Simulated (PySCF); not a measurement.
How the method moves the HOMO and LUMO of `F[C@H]1[C@H]2CC[C@@H]12`

Compound: C₅H₇F.
SMILES with atom numbers: `[F:1][C@H:2]1[C@H:3]2[CH2:4][CH2:5][C@@H:6]12` (hydrogens: H7 on C2; H8 on C3; H9, H10 on C4; H11, H12 on C5; H13 on C6)

Geometry (PBE0-D3(BJ)/def2-SVP, Å), atoms numbered from 1 in this order:
```
atom  x, y, z in Å
F1    -1.0885    0.8227   -1.5813
C2    -1.2459    0.4336   -0.2855
C3    -0.6537   -0.8308    0.2044
C4     0.6713   -1.0875   -0.5047
C5     1.1964    0.2869   -0.0190
C6    -0.1316    0.5458    0.6825
H7    -2.2431    0.6828    0.0899
H8    -1.2431   -1.5797    0.7402
H9     0.5974   -1.2290   -1.5935
H10    1.2291   -1.9291   -0.0730
H11    2.0311    0.1880    0.6882
H12    1.4713    1.0170   -0.7953
H13   -0.2558    1.0445    1.6480
```

Basis pcSseg-1 throughout (PySCF), one geometry. Geometry: PBE0-D3(BJ)/def2-SVP; no solvent, vibrations or thermal averaging.

**Question.** How do the orbital energies, the gap and the dipole change with the method?

**Answer.** 
```json
{"method": "BLYP", "kind": "GGA", "HOMO (eV)": "-6.32", "LUMO (eV)": "0.51", "gap (eV)": "6.82", "μ (D)": "1.70", "SCF cycles": "13"}
{"method": "OPBE", "kind": "GGA", "HOMO (eV)": "-6.41", "LUMO (eV)": "0.60", "gap (eV)": "7.01", "μ (D)": "1.68", "SCF cycles": "14"}
{"method": "B97-D", "kind": "GGA", "HOMO (eV)": "-6.42", "LUMO (eV)": "0.62", "gap (eV)": "7.04", "μ (D)": "1.73", "SCF cycles": "13"}
{"method": "PBE", "kind": "GGA", "HOMO (eV)": "-6.44", "LUMO (eV)": "0.50", "gap (eV)": "6.94", "μ (D)": "1.69", "SCF cycles": "13"}
{"method": "KT2", "kind": "GGA", "HOMO (eV)": "-6.49", "LUMO (eV)": "0.50", "gap (eV)": "6.99", "μ (D)": "1.70", "SCF cycles": "14"}
{"method": "KT3", "kind": "GGA", "HOMO (eV)": "-6.52", "LUMO (eV)": "0.34", "gap (eV)": "6.86", "μ (D)": "1.68", "SCF cycles": "14"}
{"method": "BP86", "kind": "GGA", "HOMO (eV)": "-6.55", "LUMO (eV)": "0.59", "gap (eV)": "7.13", "μ (D)": "1.72", "SCF cycles": "13"}
{"method": "LDA", "kind": "LDA", "HOMO (eV)": "-6.60", "LUMO (eV)": "0.37", "gap (eV)": "6.97", "μ (D)": "1.77", "SCF cycles": "13"}
{"method": "B97-2", "kind": "global hybrid", "HOMO (eV)": "-7.48", "LUMO (eV)": "1.35", "gap (eV)": "8.83", "μ (D)": "1.83", "SCF cycles": "12"}
{"method": "B3LYP", "kind": "global hybrid", "HOMO (eV)": "-7.52", "LUMO (eV)": "1.03", "gap (eV)": "8.55", "μ (D)": "1.81", "SCF cycles": "12"}
{"method": "PBE0", "kind": "global hybrid", "HOMO (eV)": "-7.74", "LUMO (eV)": "1.35", "gap (eV)": "9.09", "μ (D)": "1.83", "SCF cycles": "12"}
{"method": "mPW1PW91", "kind": "global hybrid", "HOMO (eV)": "-7.77", "LUMO (eV)": "1.34", "gap (eV)": "9.11", "μ (D)": "1.84", "SCF cycles": "12"}
{"method": "BHandHLYP", "kind": "global hybrid", "HOMO (eV)": "-8.91", "LUMO (eV)": "2.05", "gap (eV)": "10.96", "μ (D)": "1.94", "SCF cycles": "12"}
{"method": "CAM-B3LYP", "kind": "range-separated hybrid", "HOMO (eV)": "-9.12", "LUMO (eV)": "2.20", "gap (eV)": "11.32", "μ (D)": "1.86", "SCF cycles": "12"}
{"method": "wB97X-D", "kind": "range-separated hybrid", "HOMO (eV)": "-9.62", "LUMO (eV)": "3.20", "gap (eV)": "12.82", "μ (D)": "1.86", "SCF cycles": "13"}
{"method": "LC-wPBE", "kind": "range-separated hybrid", "HOMO (eV)": "-10.50", "LUMO (eV)": "3.51", "gap (eV)": "14.00", "μ (D)": "1.86", "SCF cycles": "12"}
{"method": "HF", "kind": "Hartree–Fock", "HOMO (eV)": "-10.67", "LUMO (eV)": "4.18", "gap (eV)": "14.85", "μ (D)": "2.08", "SCF cycles": "10"}
```

The HOMO spans 4.35 eV, from BLYP down to HF, and the gap runs from 6.82 eV (BLYP) to 14.85 eV (HF). Over the methods BLYP (0 %), OPBE (0 %), B97-D (0 %), PBE (0 %), KT2 (0 %), KT3 (0 %), BP86 (0 %), LDA (0 %), B97-2 (21 %), B3LYP (20 %), PBE0 (25 %), mPW1PW91 (25 %), BHandHLYP (50 %), HF (100 %), a straight line through the gap against the share of exact exchange rises by 0.79 eV for each 10 % (correlation coefficient 0.999). The dipole ranges from 1.68 D (KT3) to 2.08 D (HF). This basis has no diffuse functions.
